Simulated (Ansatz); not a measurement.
**H₃Ge–BH₂⁺, doublet in cc-pVDZ: errors against UCCSDT(Q)**

Geometry: that of the H3Ge–BH2, singlet, kept fixed.

| atom | x (Å) | y (Å) | z (Å) |
| --- | --- | --- | --- |
| Ge | 0.0000 | 0.0008 | 0.2930 |
| B | 0.0000 | 0.0075 | -1.7645 |
| H | 0.0000 | 1.3963 | 0.9398 |
| H | 1.2362 | -0.7617 | 0.8114 |
| H | -1.2362 | -0.7617 | 0.8114 |
| H | 0.0000 | 1.0179 | -2.4011 |
| H | 0.0000 | -1.0325 | -2.3529 |

Basis cc-pVDZ; Ansatz 0.2.0. Only valence electrons are correlated (noble-gas cores and the filled d shells of p-block atoms frozen), which leaves 11 electrons in 51 orbitals. Prefix R: restricted or restricted open-shell reference; prefix U: unrestricted. No spin–orbit coupling is included, and no scalar relativity.

Full CI isn't at hand for all of this; UCCSDT(Q) serves as the reference, and is uncertain by about the last step of the cluster series.

```
UHF ⟨S²⟩                          : 0.758
T1 diagnostic (RCCSD)             : 0.0202
largest doubles amplitude (RCCSD) : 0.032
T1 diagnostic (UCCSD)             : 0.0160
```

Question: From what is known of these methods and the diagnostics, rank them by the size of their error in total energy against UCCSDT(Q) in cc-pVDZ, smallest first (an estimate: the text doesn't fix the numbers).
A. UMP2
B. UCCSD
C. UCCSD(T)
D. UCCSDT
E. UHF

Answer: D (4 meV), C (38 meV), B (162 meV), A (1386 meV), E (5779 meV).

All errors are against UCCSDT(Q) in cc-pVDZ. Within each family the higher level lies nearer, as is usual though not guaranteed.
